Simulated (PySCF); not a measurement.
A species of formula C4H6O2 has this rotational fingerprint, computed with PBE0/def2-SVPD in PySCF (dipole) on a GFN2-xTB geometry, gas phase:

| Item | Value |
| --- | --- |
| Rotational constants | A = 10066, B = 1878, C = 1615 MHz |
| Dipole components | \|μa\| = 1.32 D, \|μb\| = 0.04 D, \|μc\| = 0.00 D |
| Inertial defect | -6.33 u·Å² |
| κ | -0.94 |

Problem. Which candidate fits, each taken in the one conformer that was computed?
A. `[CH3:1][CH2:2][O:3][CH:4]=[C:5]=[O:6]` with C1–C2–O3–C4 180°, C2–O3–C4–C5 0°
B. `C[C@@H]1OCC1=O`

Solution. A. It is CCOC=C=O, a near-prolate asymmetric top, point group Cs. The candidates at the same level (rigid rotor, commonest isotopes):

| SMILES | A (MHz) | B (MHz) | C (MHz) | μa (D) | μb (D) | μc (D) | Δ (u·Å²) | point group | rotor |
| --- | --- | --- | --- | --- | --- | --- | --- | --- | --- |
| CCOC=C=O | 10066 | 1878 | 1615 | 1.32 | 0.04 | 0.00 | -6.33 | Cs | near-prolate asymmetric top |
| C[C@@H]1OCC1=O | 5185 | 3970 | 2501 | 1.08 | 0.45 | 0.02 | -22.70 | C1 | asymmetric top |

`C[C@@H]1OCC1=O` has B 111 % too high. In the right answer the mirror of this Cs structure is the ab plane, so μc vanishes by symmetry. No structure here is proved a minimum.
